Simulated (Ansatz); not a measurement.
**Structure optimisation: iridium, fcc**

Method: DFT, revPBE, plane waves (420 eV) with PAW, scalar-relativistic (Ansatz 0.2.0). The PAW files were generated under PBE, with cores re-solved for the functional.

k-point mesh 14×14×14, Fermi-Dirac smearing 0.1 eV, no spin polarisation. Cell and atoms relax.

Starting structure:

```yaml
crystal:
  lattice:
    - [0.0, 1.9197, 1.9197]
    - [1.9197, 0.0, 1.9197]
    - [1.9197, 1.9197, 0.0]
  atoms:
    - { symbol: Ir, position: [0.0, 0.0, 0.0] }
hamiltonian:
  xc: revpbe
  pseudopotentials:
    kind: paw
    azcp:
      Ir: "pseudopotentials/Ir.paw.azcp"
basis:
  ecutwfc: 420
  fft_grid_basis: typed
kpoints:
  mp_grid: { grid: [14, 14, 14], shift: [0, 0, 0] }
magnetization:
  spin_polarized: false
scf:
  occupations: { method: fermi_dirac, width: 0.1 }
relax:
  max_steps: 60
  f_tol: 0.01
  cell: {}
```

Question: The pressure at the start is 12.4 GPa. By how much does the volume change?

Answer: From 14.15 to 14.64 Å³ per atom, 3.5 %. The final cell has a = 3.883 Å.

Question: How much energy does the relaxation gain?

Answer: 18.4 meV per atom.
